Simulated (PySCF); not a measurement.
Compound: 3-methyl-1-butene, C₅H₁₀.
SMILES with atom numbers: `[CH2:1]=[CH:2][CH:3]([CH3:4])[CH3:5]` (hydrogens: H6, H7 on C1; H8 on C2; H9 on C3; H10, H11, H12 on C4; H13, H14, H15 on C5)

The same species was optimised twice, with GFN2-xTB and with PBE0-D3(BJ)/def2-SVP (PySCF), and the same property calculations (PySCF, gas phase) were run on both structures.

```tsv
coordinate	GFN2-xTB	PBE0-D3(BJ)/def2-SVP	change
C1–H6 (Å)	1.078	1.095	+0.017
C2–H8 (Å)	1.083	1.099	+0.016
C1–H7 (Å)	1.077	1.093	+0.016
C5–H13 (Å)	1.088	1.103	+0.015
C4–H12 (Å)	1.088	1.103	+0.015
C1=C2 (Å)	1.319	1.333	+0.014
C5–H15 (Å)	1.088	1.101	+0.013
C4–H11 (Å)	1.088	1.101	+0.013
C4–H10 (Å)	1.088	1.100	+0.012
C5–H14 (Å)	1.088	1.100	+0.012
C3–H9 (Å)	1.095	1.105	+0.010
C2–C3 (Å)	1.499	1.501	+0.002
C3–C4 (Å)	1.530	1.529	-0.001
C3–C5 (Å)	1.530	1.529	-0.001
C1–C2–H8 (°)	120.3	119.0	-1.3
C2–C3–H9 (°)	108.9	107.7	-1.2
C1–C2–C3 (°)	124.6	125.7	+1.1
H11–C4–H12 (°)	108.5	107.6	-0.9
H6–C1–H7 (°)	116.1	117.0	+0.9
H13–C5–H15 (°)	108.5	107.6	-0.9
C3–C4–H10 (°)	110.5	111.3	+0.8
C4–C3–C5 (°)	110.3	111.1	+0.8
C1–C2–C3–C4 (°)	-119	-118	+1
```

Rotational constants: A = 7615, B = 3605, C = 2788 MHz (GFN2-xTB) against A = 7542, B = 3550, C = 2746 MHz (PBE0-D3(BJ)/def2-SVP). Point groups within 0.08 Å: Cs and Cs. Atoms that the bonding makes alike are paired by their places after alignment.

On the GFN2-xTB structure: HOMO (eV) -7.41 [PBE0/pcSseg-1]; LUMO (eV) 0.54 [PBE0/pcSseg-1]; dipole (D) 0.33 [PBE0/pcSseg-1]; GIAO shielding of C1 (ppm) 68.6 [PBE0/pcSseg-1]; GIAO shielding of C2 (ppm) 31.1 [PBE0/pcSseg-1]; GIAO shielding of C3 (ppm) 146.6 [PBE0/pcSseg-1]; GIAO shielding of C4/C5 (mean) (ppm) 161.5 [PBE0/pcSseg-1].

Task: What do these properties become on the PBE0-D3(BJ)/def2-SVP structure?

Result: 
```csv
property,level,on GFN2-xTB,on PBE0-D3(BJ)/def2-SVP,change
HOMO (eV),PBE0/pcSseg-1,-7.41,-7.39,+0.02
LUMO (eV),PBE0/pcSseg-1,0.54,0.45,-0.09
dipole (D),PBE0/pcSseg-1,0.33,0.34,+0.01
"energy, GFN2-xTB geometry as zero (kcal/mol)",PBE0/pcSseg-1,0.0,-0.5,-0.5
GIAO shielding of C1 (ppm),PBE0/pcSseg-1,68.6,64.7,-3.9
GIAO shielding of C2 (ppm),PBE0/pcSseg-1,31.1,28.5,-2.6
GIAO shielding of C3 (ppm),PBE0/pcSseg-1,146.6,146.2,-0.4
GIAO shielding of C4/C5 (mean) (ppm),PBE0/pcSseg-1,161.5,159.6,-1.9
```

The heavy atoms differ by 0.013 Å rms after alignment (one structure mirrored). Among all bonds C1–H6, C1–H7 and C2–H8 change most and about equally (+0.016 to +0.017 Å). Changes are differences of the printed values. Neither structure is proved a minimum here.

The values belong to the conformer `[CH2:1]=[CH:2][CH:3]([CH3:4])[CH3:5]`: C1–C2–C3–C4 -118°.
